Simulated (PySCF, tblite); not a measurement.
**C5H12N radical: geometry, infrared bands and EPR parameters**

Aim: predict the infrared bands and EPR parameters of C5H12N radical (`C[C](N)C(C)C`).

The runs use tblite 0.8.0 and PySCF 2.14.0, with density-fitted response routines of our own; the level of theory stands in each step. All values are computed, except where a source is named. Atoms are numbered from 0 throughout.

### 1 Starting geometry

18 atoms, charge 0, multiplicity 2; geometry from: force field or distance geometry start.

Bonds of the start (Å): C0–C1 1.49, C1–N2 1.39, C1–C3 1.49, C3–C4 1.52, C3–C5 1.55, C0–H6 1.10, C0–H7 1.12, C0–H8 1.12, N2–H9 1.03, N2–H10 1.02, C3–H11 1.10, C4–H12 1.11, C4–H13 1.10, C4–H14 1.11, C5–H15 1.11, C5–H16 1.08, C5–H17 1.13.

### 2 Relaxing the molecule with GFN2-xTB

Job settings and geometry (Å):

```
{"job": {"kind": "relax", "xc": "GFN2-xTB", "basis": "xTB"}, "charge": 0, "multiplicity": 2}
C      1.660300    -1.033000    -0.244600
C      0.788700     0.126400     0.092400
N      1.353100     1.376900     0.326000
C     -0.595300     0.031500    -0.439700
C     -1.415400     1.244300    -0.025600
C     -1.216000    -1.180200     0.292300
H      2.402800    -0.861700    -1.043200
H      0.989000    -1.834400    -0.648100
H      2.092100    -1.503400     0.673600
H      1.758800     1.570300     1.254600
H      1.615500     1.978500    -0.452900
H     -0.610900    -0.129500    -1.524000
H     -1.715500     1.845400    -0.908000
H     -2.318600     0.851900     0.455500
H     -0.786200     1.880900     0.624900
H     -2.115900    -0.799400     0.819000
H     -1.391000    -2.027100    -0.357400
H     -0.504400    -1.531000     1.093500
```

Launch:

```
> OMP_NUM_THREADS=1 python probes_run.py task.json out
```

This one command runs all jobs of the session in turn.

Standard output:

```text
step      E/eV     max force
  0    -534.22848    1.913
  1    -534.41355    0.955
  2    -534.51053    0.705
  3    -534.58473    0.610
  4    -534.65158    0.527
  5    -534.68898    0.540
  6    -534.73124    0.566
  7    -534.77580    0.670
  8    -534.81546    0.569
  9    -534.84909    0.359
 10    -534.87675    0.376
 11    -534.90184    0.352
 12    -534.92456    0.400
 13    -534.94419    0.306
 14    -534.96232    0.420
 15    -534.97804    0.474
 16    -534.98975    0.338
 17    -534.99839    0.224
 18    -535.00606    0.199
 19    -535.01578    0.258
 20    -535.03031    0.334
 21    -535.04502    0.348
 22    -535.05833    0.251
 23    -535.07090    0.295
 24    -535.08330    0.289
 25    -535.08746    0.579
 26    -535.10262    0.225
 27    -535.11179    0.250
 28    -535.12551    0.233
 29    -535.13584    0.295
 30    -535.14923    0.313
 31    -535.16246    0.339
 32    -535.17470    0.382
 33    -535.18824    0.278
 34    -535.19242    0.872
 35    -535.21363    0.551
 36    -535.22365    0.313
 37    -535.23966    0.329
 38    -535.24576    0.212
 39    -535.25539    0.234
 40    -535.26361    0.205
 41    -535.27339    0.242
 42    -535.28458    0.232
 43    -535.29232    0.177
 44    -535.29805    0.212
 45    -535.30135    0.448
 46    -535.30827    0.204
 47    -535.31230    0.139
 48    -535.31625    0.148
 49    -535.31754    0.099
 50    -535.32092    0.093
 51    -535.32224    0.093
 52    -535.32380    0.112
 53    -535.32600    0.144
 54    -535.32944    0.154
 55    -535.33294    0.125
 56    -535.33578    0.119
 57    -535.33829    0.138
 58    -535.34058    0.137
 59    -535.34297    0.108
 60    -535.34534    0.095
 61    -535.34725    0.124
 62    -535.34955    0.136
 63    -535.35200    0.105
 64    -535.35385    0.088
 65    -535.35539    0.102
 66    -535.35736    0.118
 67    -535.35994    0.169
 68    -535.36322    0.153
 69    -535.36673    0.148
 70    -535.36992    0.132
 71    -535.37257    0.149
 72    -535.37516    0.100
 73    -535.37653    0.102
 74    -535.37733    0.073
 75    -535.37808    0.072
 76    -535.37956    0.091
 77    -535.38084    0.107
 78    -535.38271    0.120
 79    -535.38491    0.140
 80    -535.38727    0.126
 81    -535.38901    0.114
 82    -535.39042    0.110
 83    -535.39209    0.115
 84    -535.39489    0.084
 85    -535.39615    0.086
 86    -535.39697    0.057
 87    -535.39749    0.058
 88    -535.39805    0.064
 89    -535.39866    0.063
 90    -535.39934    0.055
 91    -535.40006    0.062
 92    -535.40091    0.073
 93    -535.40206    0.077
 94    -535.40356    0.091
 95    -535.40525    0.127
 96    -535.40672    0.101
 97    -535.40813    0.076
 98    -535.40929    0.062
 99    -535.41060    0.096
100    -535.41111    0.171
101    -535.41247    0.063
102    -535.41308    0.063
103    -535.41378    0.055
104    -535.41422    0.047
105    -535.41477    0.051
106    -535.41527    0.062
107    -535.41585    0.061
108    -535.41673    0.072
109    -535.41817    0.082
110    -535.41991    0.097
111    -535.42144    0.111
112    -535.42273    0.104
113    -535.42395    0.241
114    -535.42572    0.104
115    -535.42776    0.093
116    -535.43043    0.061
117    -535.43096    0.075
118    -535.43159    0.068
119    -535.43220    0.062
120    -535.43316    0.048
121    -535.43397    0.041
122    -535.43443    0.053
123    -535.43470    0.056
124    -535.43496    0.044
125    -535.43513    0.026
126    -535.43521    0.017
127    -535.43525    0.016
128    -535.43528    0.015
129    -535.43531    0.013
130    -535.43534    0.015
131    -535.43538    0.016
132    -535.43543    0.014
133    -535.43548    0.016
134    -535.43553    0.016
135    -535.43559    0.022
136    -535.43566    0.025
137    -535.43574    0.024
138    -535.43581    0.016
139    -535.43584    0.013
140    -535.43587    0.012
141    -535.43590    0.014
142    -535.43597    0.019
143    -535.43602    0.018
144    -535.43607    0.014
145    -535.43610    0.010
146    -535.43612    0.010
```

It took 0.58 s on 1 thread of Arm Neoverse V2, shared host.

Along the way: (not every step is listed)

```csv
step,energy from step 0 (eV),largest force (eV/Å)
0,0.0000,1.9128
1,-0.1851,0.9548
2,-0.2821,0.7046
3,-0.3563,0.6097
4,-0.4231,0.5275
5,-0.4605,0.5403
6,-0.5028,0.5663
7,-0.5473,0.6697
8,-0.5870,0.5690
21,-0.8165,0.3477
34,-0.9639,0.8715
47,-1.0838,0.1394
60,-1.1169,0.0948
73,-1.1481,0.1018
86,-1.1685,0.0571
99,-1.1821,0.0961
112,-1.1943,0.1042
125,-1.2066,0.0262
138,-1.2073,0.0163
141,-1.2074,0.0139
142,-1.2075,0.0191
143,-1.2075,0.0182
144,-1.2076,0.0142
145,-1.2076,0.0103
146,-1.2076,0.0101
```

Distances of close pairs at the start and the end, largest changes first:

```csv
bond,before (Å),after (Å),change (Å)
C5–H17,1.128,1.087,-0.041
C0–H7,1.121,1.088,-0.032
C5–H15,1.110,1.088,-0.022
C4–H12,1.109,1.088,-0.021
N2–H9,1.032,1.011,-0.021
C0–H8,1.118,1.098,-0.020
C4–H14,1.106,1.088,-0.018
C1–N2,1.392,1.406,+0.015
```

The final coordinates are the input of the step that follows.

### 3 Vibrational analysis with GFN2-xTB

Job settings and geometry (Å):

```
{"job": {"kind": "ir", "xc": "GFN2-xTB", "basis": "xTB"}, "charge": 0, "multiplicity": 2}
C      1.728727    -0.947342    -0.800378
C      0.823841     0.094867    -0.238128
N      1.333194     0.839107     0.841036
C     -0.659915    -0.090090    -0.313410
C     -1.409821     1.246597    -0.381218
C     -1.192831    -0.917807     0.871135
H      2.737271    -0.552020    -0.927547
H      1.363351    -1.281390    -1.769767
H      1.806648    -1.831274    -0.153167
H      2.315118     1.059409     0.744727
H      0.784563     1.658531     1.060703
H     -0.874055    -0.643601    -1.234353
H     -1.001221     1.874406    -1.170437
H     -2.463408     1.074971    -0.589696
H     -1.340724     1.781013     0.564210
H     -2.270780    -1.043688     0.793643
H     -0.726294    -1.899267     0.883584
H     -0.962423    -0.416105     1.807408
```

Standard output:

```text
mode    cm-1     km/mol
  1      39.7      0.17
  2     104.0      0.04
  3     164.9      8.60
  4     193.8      0.60
  5     231.4      0.58
  6     260.8     22.85
  7     270.6      9.73
  8     321.4      1.67
  9     402.3      5.37
 10     425.8     15.19
 11     522.6      1.97
 12     778.0     14.03
 13     788.9    163.80
 14     917.4      0.82
 15     937.4      1.64
 16     970.4      0.84
 17    1002.1      0.79
 18    1014.2      4.07
 19    1027.8      4.71
 20    1096.0     23.71
 21    1110.2     10.08
 22    1157.9     15.56
 23    1257.8     21.05
 24    1297.6      6.52
 25    1350.9     20.88
 26    1372.1     24.08
 27    1391.9      0.98
 28    1405.7      2.24
 29    1410.6      3.09
 30    1478.7      6.63
 31    1490.3      7.31
 32    1494.6      1.06
 33    1496.7      1.25
 34    1502.0     24.08
 35    1508.4      6.50
 36    1518.8     20.93
 37    2856.8     60.78
 38    2928.6     45.58
 39    2988.2     55.54
 40    3017.5     13.04
 41    3017.7     27.84
 42    3020.0     67.15
 43    3026.8     61.65
 44    3034.5     36.37
 45    3041.5     57.65
 46    3045.2     28.69
 47    3400.8      8.19
 48    3455.5      0.86
```

Run time: 0.34 s. Hardware: 1 thread of Arm Neoverse V2, shared host.

The strongest bands and the atoms that carry them (share of the mass-weighted mode):

```csv
cm⁻¹,km/mol,atoms
789,163.8,"H10 36 %, H9 32 %, N2 21 %"
2857,60.8,H8 92 %
2929,45.6,H11 92 %
2988,55.5,H6 93 %
3020,67.2,H14 72 %
3027,61.6,"H12 74 %, H13 11 %"
3034,36.4,"H13 66 %, H12 16 %, H14 11 %"
3042,57.6,"H17 47 %, H16 40 %"
```

### 4 g tensor and hyperfine couplings: B3LYP/pcH-1

Settings changed since step 3:

```diff
@@ -1,2 +1,2 @@
-{"job": {"kind": "ir", "xc": "GFN2-xTB", "basis": "xTB"}, "charge": 0, "multiplicity": 2}
+{"job": {"kind": "epr", "basis": "pcH-1"}, "charge": 0, "multiplicity": 2}
 C      1.728727    -0.947342    -0.800378
```

Level: UKS B3LYP, pcH-1 on C H N, non-relativistic, mean-field spin-orbit, GIAO.

Standard output:

```text
UKS, coarse grid
  cycle   1  E = -252.41695725  |g| = 3.80e-01
  cycle   2  E = -252.38794053  |g| = 4.58e-01
  cycle   3  E = -252.49352703  |g| = 3.17e-02
  cycle   4  E = -252.49382007  |g| = 2.21e-02
  cycle   5  E = -252.49404390  |g| = 5.37e-03
  cycle   6  E = -252.49405718  |g| = 1.89e-03
  cycle   7  E = -252.49405914  |g| = 1.16e-03
  cycle   8  E = -252.49406026  |g| = 2.26e-04
UKS, final grid
  cycle   1  E = -252.49408701  |g| = 2.51e-04
  cycle   2  E = -252.49408699  |g| = 3.34e-04
  cycle   3  E = -252.49408704  |g| = 4.34e-05
  cycle   4  E = -252.49408704  |g| = 1.41e-05
E = -252.49408704 Eh   <S^2> = 0.7534 (exact 0.7500)
g shifts (ppm)      1          2          3
  rmc          -172       -172       -172
  gc             -3         48         33
  oz_so           3        568       1019
  total        -171        444        880
hyperfine (MHz)  atom isotope    a_iso     a_fc   dipolar eigenvalues
    0   13C     -17.81     -17.81     -2.18     -1.26      3.44
    1   13C     128.91     128.91    -73.33    -72.50    145.83
    2   14N      10.78      10.78     -9.68     -9.33     19.00
    3   13C     -16.95     -16.95     -1.81     -1.39      3.20
    4   13C      27.95      27.95     -2.32     -2.09      4.41
    5   13C      41.63      41.63     -4.65     -4.39      9.04
    6    1H      30.22      30.22     -5.06     -3.98      9.05
    7    1H      21.43      21.43     -5.50     -4.02      9.52
    8    1H     116.78     116.78     -3.93     -3.38      7.31
    9    1H      11.64      11.64    -11.01     -5.06     16.06
   10    1H      16.03      16.03    -11.04     -5.42     16.46
   11    1H       7.80       7.80     -5.76     -3.95      9.71
   12    1H      -1.74      -1.74     -4.55     -2.42      6.97
   13    1H       0.48       0.48     -1.94     -1.75      3.68
   14    1H      -1.70      -1.70     -2.99     -2.00      5.00
   15    1H       8.38       8.38     -3.22     -1.18      4.40
   16    1H      -2.29      -2.29     -4.15     -1.43      5.58
   17    1H      -3.68      -3.68     -4.19     -0.81      5.00
```

Run time: 44 s. Hardware: 1 thread of Arm Neoverse V2, shared host; peak memory 0.97 GiB.

Principal g values 2.00215, 2.00276, 2.00320; g(iso) = 2.00270, against 2.00232 for a free electron.

Hyperfine couplings; where a row names several nuclei, a(iso) is their mean (it holds for fast rotation or exchange) and the dipolar term the largest among them:

```csv
nuclei,isotope,a(iso) (MHz),"a(iso) (G, at g = 2.0023)",largest dipolar term (MHz)
C1,13C,128.9,46.0,145.8
"H6, H7, H8",1H,56.1,20.0,9.5
"C4, C5",13C,34.8,12.4,9.0
C0,13C,-17.8,-6.4,3.4
C3,13C,-17.0,-6.0,3.2
"H9, H10",1H,13.8,4.9,16.5
N2,14N,10.8,3.8,19.0
H11,1H,7.8,2.8,9.7
"H12, H13, H14, H15, H16, H17",1H,-0.1,0.0,7.0
```

Mulliken spin populations:

C0 -0.07; C1 0.83; N2 0.13; C3 -0.04; C4 0.01; C5 0.04; H6 0.01; H7 0.01; H8 0.07; H9 0.00; H10 0.00; H11 0.00; H12 0.00; H13 0.00; H14 0.00; H15 0.00; H16 0.00; H17 0.00

In first order the couplings over 0.8 MHz of 1H, 14N give 72 distinct lines over 80.5 G, if the averaged nuclei exchange fast.

The fields below are evaluated on a grid from the run's orbitals.

ELF in a plane through or near 5 of the atoms.

Ten even steps from '0' (0.00) to '9' (1.00):
```
0000000000000000000000000000
0000000000000000000000000000
0000000000000000000000000000
0000000000000110000000000000
0000000166212771000000000000
0000001799857994017841000000
0000001699967993049983000000
0000000178761860069983000000
0000000002687500002410000000
0000000000255200000000000000
0000000100021003551000000000
0000002552000036774200000000
0000028997000462348875000000
0000027997003998569997100000
0000004672008999758997100000
0000000000006999513541000000
0000000000002785100000000000
0000000000000010000000000000
0000000000000000000000000000
0000000000000000000000000000
```
The map spans 11.0 Å across and 9.2 Å up, centred on the molecule. Atoms in the plane (x, y in Å): N2 (-0.9, 1.2), C5 (1.0, -1.2), H9 (-1.8, 1.7), H10 (-0.1, 1.8), H16 (0.3, -2.0).

log10 of the density (e/Å³) in the same plane.

Ten even steps from ' ' (-4.0) to '@' (2.1):
```
                                                        
                                                        
                  ............                          
              ..::::::::----::::........                
            ..::--============--::::::::....            
          ..::--==++++++****++==----------::..          
        ....--==++****######**==========----::          
        ..::----++**##@@##**++======++==----::..        
      ..::::----==++********============----::..        
      ..::::----====++++++++==========----::::..        
      ..::----========++++==++++++++==----::..          
      ..::----==============++******++==----::..        
      ..::--==========--==++****##****++==--::..        
        ..::--======----==++**********++==--::..        
        ..::------------==++******++++++==--::..        
          ....::::::::::--==++========----::..          
              ........::::----------::::::..            
                      ....::::::::::......              
                                                        
                                                        
```
The map spans 11.0 Å across and 9.2 Å up, centred on the molecule. Atoms in the plane (x, y in Å): N2 (-0.9, 1.2), C5 (1.0, -1.2), H9 (-1.8, 1.7), H10 (-0.1, 1.8), H16 (0.3, -2.0).

On the surface of density 0.002 e/bohr³ the electrostatic potential runs, from the 1st to the 99th percentile, from -1.24 V near N2 to 1.51 V near H9.

The spin density lies nearest to C1 61 %; N2 14 %.

### 5 Outcome

```
                                 quantity                 value
strongest single infrared mode (GFN2-xTB)  789 cm⁻¹, 164 km/mol
             zero-point energy (GFN2-xTB)        100.9 kcal/mol
                           g(iso) (B3LYP)               2.00270
                                     ⟨S²⟩    0.753 (exact 0.75)
       largest a(iso) (averaged by class)  13C on C1, 128.9 MHz
    surface potential, 1st and 99th percentile    -1.24 V and 1.51 V
```

In words: The optimisation took 146 steps and gained 1.208 eV; among the close pairs (by a distance rule), C5–H17 changed most, from 1.128 to 1.087 Å. All 48 modes are real, so the xTB geometry is a minimum. The strongest single mode, at 789 cm⁻¹, is carried by H10, H9, N2. GFN2-xTB is a fitted tight-binding method: band positions and strengths are rough. Its intensities can rank the bands wrongly. C1 carries the largest spin population, 0.83 e. The isotropic g lies 0.4 ppt above the free-electron value.
